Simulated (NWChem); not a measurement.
System: LiF; SMILES [F][Li]

Output (shortened):

```
             Northwest Computational Chemistry Package (NWChem) 7.3.0
             --------------------------------------------------------

                             Geometry "geometry" -> ""
                             -------------------------

 Output coordinates in angstroms (scale by  1.889725989 to convert to a.u.)

  No.       Tag          Charge          X              Y              Z
 ---- ---------------- ---------- -------------- -------------- --------------
    1 Li                   3.0000     0.00000000     0.00000000    -1.15986800
    2 F                    9.0000     0.00000000     0.00000000     0.39958000

 Effective nuclear repulsion energy (a.u.)       9.1620789683

  pbe96 is a nonlocal functional; adding pw91lda local functional.
                              NWChem Property Module
                              ----------------------

                                 NWChem DFT Module
                                 -----------------

 Summary of "ao basis" -> "ao basis" (spherical)
 ------------------------------------------------------------------------------
       Tag                 Description            Shells   Functions and Types
 ---------------- ------------------------------  ------  ---------------------
 Li                       sadlej pvtz               10       24   5s3p2d
 F                        sadlej pvtz               10       24   5s3p2d

            General Information
            -------------------
          SCF calculation type: DFT
          Wavefunction type:  closed shell.
          No. of atoms     :     2
          No. of electrons :    12
           Alpha electrons :     6
            Beta electrons :     6
          Charge           :     0
          Spin multiplicity:     1
          Use of symmetry is: off; symmetry adaption is: off
          Maximum number of iterations: 150
          AO basis - number of functions:    48
                     number of shells:    20
          Convergence on energy requested:  1.00D-06
          Convergence on density requested:  1.00D-05
          Convergence on gradient requested:  5.00D-04

              XC Information
              --------------
          PerdewBurkeErnzerhof Exchange Functional  1.000
            Perdew 1991 LDA Correlation Functional  1.000 local
           PerdewBurkeErnz. Correlation Functional  1.000 non-local

             Grid Information
             ----------------
          Grid used for XC integration:  medium
          Radial quadrature: Mura-Knowles
          Angular quadrature: Lebedev.
          Tag              B.-S. Rad. Rad. Pts. Rad. Cut. Ang. Pts.
          ---              ---------- --------- --------- ---------
          Li                  1.45       49          20.0       434
          F                   0.50       49          12.0       434
          Grid pruning is: on
          Number of quadrature shells:    98
          Spatial weights used:  Erf1

      Superposition of Atomic Density Guess
      -------------------------------------

 Sum of atomic energies:        -106.81417796

      Non-variational initial energy
      ------------------------------

 Total energy =    -106.546576
 1-e energy   =    -166.527792
 2-e energy   =      50.819136
 HOMO         =      -0.668690
 LUMO         =      -0.059287

   convergence    iter        energy       DeltaE   RMS-Dens  Diis-err
 ---------------- ----- ----------------- --------- --------- ---------
 d= 0,ls=0.0,diis     1   -107.2227536199 -1.16D+02  5.31D-02  9.14D-01
 d= 0,ls=0.0,diis     2   -102.8842413340  4.34D+00  6.17D-02  3.12D+01
 d= 0,ls=0.0,diis     3   -107.3201475806 -4.44D+00  5.12D-03  5.73D-02
 d= 0,ls=0.0,diis     4   -107.3236753673 -3.53D-03  1.98D-03  5.59D-03
 d= 0,ls=0.0,diis     5   -107.3242698951 -5.95D-04  1.25D-04  2.20D-05
  Resetting Diis
 d= 0,ls=0.0,diis     6   -107.3242715599 -1.66D-06  1.82D-05  2.02D-06
 d= 0,ls=0.0,diis     7   -107.3242717175 -1.58D-07  2.54D-06  2.77D-09

         Total DFT energy =     -107.324271717468
      One electron energy =     -169.033936975610
           Coulomb energy =       64.809228074387
    Exchange-Corr. energy =      -12.261641784567
 Nuclear repulsion energy =        9.162078968322

 Numeric. integr. density =       11.999995619366

                       DFT Final Molecular Orbital Analysis
                       ------------------------------------

 Vector    4  Occ=2.000000D+00  E=-2.376167D-01
              MO Center= -1.6D-11,  4.0D-11,  4.0D-01, r^2= 5.9D-01
   Bfn.  Coefficient  Atom+Function         Bfn.  Coefficient  Atom+Function
  ----- ------------  ---------------      ----- ------------  ---------------
    32      0.732291  2 F  pz                29      0.495593  2 F  s
     3     -0.487192  1 Li s                  8     -0.380650  1 Li pz
    35      0.288827  2 F  pz                 2      0.118379  1 Li s
    17     -0.111918  1 Li d  0               4      0.080644  1 Li s
    27      0.055755  2 F  s                  1      0.047871  1 Li s

 Vector    5  Occ=2.000000D+00  E=-2.250914D-01
              MO Center=  2.3D-11, -2.5D-11,  3.5D-01, r^2= 6.8D-01
   Bfn.  Coefficient  Atom+Function         Bfn.  Coefficient  Atom+Function
  ----- ------------  ---------------      ----- ------------  ---------------
    31     -0.517017  2 F  py                30      0.504469  2 F  px
    34     -0.235019  2 F  py                33      0.229315  2 F  px
     7     -0.080591  1 Li py                 6      0.078635  1 Li px
    37     -0.044894  2 F  py                36      0.043804  2 F  px
    16     -0.026685  1 Li d -1              18     -0.026038  1 Li d  1

 Vector    6  Occ=2.000000D+00  E=-2.250914D-01
              MO Center= -2.9D-12,  1.5D-12,  3.5D-01, r^2= 6.8D-01
   Bfn.  Coefficient  Atom+Function         Bfn.  Coefficient  Atom+Function
  ----- ------------  ---------------      ----- ------------  ---------------
    30      0.517017  2 F  px                31      0.504469  2 F  py
    33      0.235019  2 F  px                34      0.229315  2 F  py
     6      0.080591  1 Li px                 7      0.078635  1 Li py
    36      0.044894  2 F  px                37      0.043804  2 F  py
    18     -0.026685  1 Li d  1              16      0.026038  1 Li d -1

 Vector    7  Occ=0.000000D+00  E=-5.719557D-02
              MO Center= -8.6D-11,  2.2D-08, -2.1D+00, r^2= 5.5D+00
   Bfn.  Coefficient  Atom+Function         Bfn.  Coefficient  Atom+Function
  ----- ------------  ---------------      ----- ------------  ---------------
     4      0.508662  1 Li s                  8     -0.425676  1 Li pz
    29      0.250233  2 F  s                  2     -0.174649  1 Li s
     5      0.150769  1 Li s                  3      0.149457  1 Li s
    11     -0.117212  1 Li pz                38     -0.109218  2 F  pz
    28     -0.073278  2 F  s                 17     -0.067990  1 Li d  0

 Vector    8  Occ=0.000000D+00  E= 1.004815D-03
              MO Center=  3.3D-09,  6.0D-07, -1.7D+00, r^2= 2.7D+01
   Bfn.  Coefficient  Atom+Function         Bfn.  Coefficient  Atom+Function
  ----- ------------  ---------------      ----- ------------  ---------------
    13      0.630849  1 Li py                10      0.334366  1 Li py
     7      0.268947  1 Li py                21     -0.147068  1 Li d -1
    31     -0.110361  2 F  py                34     -0.067176  2 F  py
    37     -0.036452  2 F  py                16     -0.025044  1 Li d -1

 Vector    9  Occ=0.000000D+00  E= 1.004817D-03
              MO Center= -1.4D-08,  1.9D-08, -1.7D+00, r^2= 2.7D+01
   Bfn.  Coefficient  Atom+Function         Bfn.  Coefficient  Atom+Function
  ----- ------------  ---------------      ----- ------------  ---------------
    12      0.630849  1 Li px                 9      0.334366  1 Li px
     6      0.268947  1 Li px                23      0.147068  1 Li d  1
    30     -0.110361  2 F  px                33     -0.067176  2 F  px
    36     -0.036452  2 F  px                18      0.025044  1 Li d  1

     Multipole analysis of the density
     ---------------------------------

     L   x y z        total         alpha         beta         nuclear
     -   - - -        -----         -----         ----         -------
     0   0 0 0     -0.000000     -6.000000     -6.000000     12.000000

     1   1 0 0      0.000000      0.000000      0.000000      0.000000
     1   0 1 0     -0.000000     -0.000000     -0.000000      0.000000
     1   0 0 1     -2.376893     -1.298633     -1.298633      0.220372

     2   2 0 0     -5.821155     -2.910578     -2.910578      0.000000
     2   1 1 0     -0.000000     -0.000000     -0.000000      0.000000
     2   1 0 1      0.000000      0.000000      0.000000      0.000000
     2   0 2 0     -5.821155     -2.910578     -2.910578      0.000000
     2   0 1 1     -0.000000     -0.000000     -0.000000      0.000000
     2   0 0 2     -0.946096    -10.245013    -10.245013     19.543931

 *** CALLING NEW AORESP DRIVER FOR CLOSED AND OPEN SHELLS ***
 Entering AOResponse driver routine

--------------------------------------------------------------------------------

          -----------------------------------------------
          Solving response equations for perturbing field
          -----------------------------------------------

 number of frequencies:     1
 frequency in a.u.:  0.0000000E+00
 Perturbing field: electric
 Using El. Dipole Length Gauge

 Setting up CPKS with frequency omega =      0.00000000 a.u.

 STATIC response

                                NWChem CPHF Module
                                ------------------

  scftype          =     RHF
  nclosed          =        6
  nopen            =        0
  variables        =      252
  # of vectors     =        3
  tolerance        = 0.10D-03
  level shift      = 0.00D+00
  max iterations   =       50
  max subspace     =       30

 SCF residual:    1.1267625506469021E-004

Iterative solution of linear equations
  No. of variables      252
  No. of equations        3
  Maximum subspace       30
        Iterations       50
       Convergence  1.0D-04

   iter   nsub   residual    time
   ----  ------  --------  ---------
     1      3    2.15D+00       1.2
     2      6    2.57D+00       1.6
     3      9    2.16D-01       2.1
     4     12    2.79D-02       2.5
     5     15    1.23D-03       2.9
     6     18    1.76D-04       3.3
     7     21    3.65D-06       3.7

 Electric Dipole Response Matrix (nonzero elements):

              1        2        3
    1   12.4738  -0.0000   0.0000
    2   -0.0000  12.4738  -0.0000
    3    0.0000  -0.0000  11.3739

 ------------------------------------------
 average:        12.10715 + I       0.00000

 DFT Linear Response polarizability / au
 Frequency  =       0.0000000 / au
              X              Y              Z
 -----------------------------------------------
 X      12.4737613     -0.0000000      0.0000000
 Y      -0.0000000     12.4737613     -0.0000000
 Z       0.0000000     -0.0000000     11.3739253
 -----------------------------------------------
 Eigenvalues =      12.4737613     12.4737613     11.3739253
 Isotropic   =      12.1071493
 Anisotropic =       1.0998360
 -----------------------------------------------

 Magnetic Dipole Response Matrix (nonzero elements):

 Exiting AOResponse driver routine
```

Level: PBE/Sadlej pVTZ. Geometry: optimised at PBE0-D3(BJ)/def2-TZVP.

Task: Reconstruct the input file.

Result: Several could match; the one computed here: the input that was run:
```
start job
memory heap 200 mb stack 900 mb global 1100 mb
geometry units angstroms noautosym nocenter noautoz
  Li     0.000000     0.000000    -1.159868
  F      0.000000     0.000000     0.399580
end
basis spherical
  Li library sadlej_pvtz
  F library sadlej_pvtz
end
dft
  xc xpbe96 cpbe96
  iterations 150
end
property
  response 1 0.0
end
task dft property
```
